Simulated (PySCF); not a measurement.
Molecule: ethanethiol (SMILES CCS).

Geometry (Å), atoms numbered from 1 in this order:
```xyz
9

C    -0.7822    0.5374    0.1167
C     0.1143   -0.6596   -0.1309
S     1.7117   -0.5937    0.7407
H    -1.7509    0.4113   -0.3939
H    -0.3229    1.4640   -0.2620
H    -0.9707    0.6732    1.1918
H    -0.3536   -1.5841    0.2427
H     0.2951   -0.8140   -1.2060
H     2.1918    0.4961    0.1025
```

Geometry PBE0-D3(BJ)/def2-SVP throughout; GIAO in PySCF 2.14.0 with density-fitted response routines, gas phase, one conformer, non-relativistic; equivalent atoms averaged; basis pcSseg-2.

Task: How do the absolute shieldings σ depend on the functional? (ppm; last column core-seconds on shared hosts with different chips, so compare them loosely; the GGAs took longer than the global hybrids here, which isn't the general rule, and the cause wasn't traced)

Result: 
```csv
functional,kind,C2,C1,S3,H7/H8,H9,H4/H5/H6,core-s
HF,Hartree–Fock,168.4,168.6,584.1,29.51,30.09,30.41,3.9
LDA,LDA,152.9,156.8,521.7,28.21,29.14,29.54,9
PBE,GGA,150.7,154.9,529.2,28.64,29.74,29.91,12
BLYP,GGA,144.6,149.6,498.4,28.83,30.00,30.06,12
BP86,GGA,150.5,154.6,525.7,28.72,29.82,29.97,11
OPBE,GGA,156.2,161.0,567.7,28.66,29.76,29.96,11
KT2,GGA,154.1,157.4,554.6,28.61,29.73,29.90,11
KT3,GGA,151.9,156.5,552.5,28.79,29.98,30.06,11
B97-D,GGA,149.1,154.2,524.9,28.85,29.98,30.09,12
B3LYP,global hybrid,150.8,154.6,519.9,28.94,29.95,30.10,7.7
PBE0,global hybrid,157.6,160.5,553.8,28.83,29.74,30.00,6.1
mPW1PW91,global hybrid,156.8,159.8,549.2,28.89,29.82,30.05,7.7
WP04,global hybrid,141.3,147.6,492.5,29.28,30.45,30.37,11
B97-2,global hybrid,156.0,159.6,551.5,28.93,29.90,30.10,10
BHandHLYP,global hybrid,158.1,160.4,545.0,29.12,29.93,30.17,9.8
CAM-B3LYP,range-separated hybrid,156.5,158.8,531.2,28.98,29.80,30.06,14
wB97X-D,range-separated hybrid,158.8,160.8,549.0,29.04,29.84,30.12,13
LC-wPBE,range-separated hybrid,165.6,166.2,566.5,29.10,29.75,30.12,19
```

Task: Which nucleus moves most, in ppm?

Result: S3 (thiol sulfur): from 492.5 ppm with WP04 to 584.1 ppm with HF. The smallest spread is 0.87 ppm, at H4/H5/H6. Proton shifts span only some 12 ppm, so a few tenths of a ppm matter as much there as several ppm in carbon.
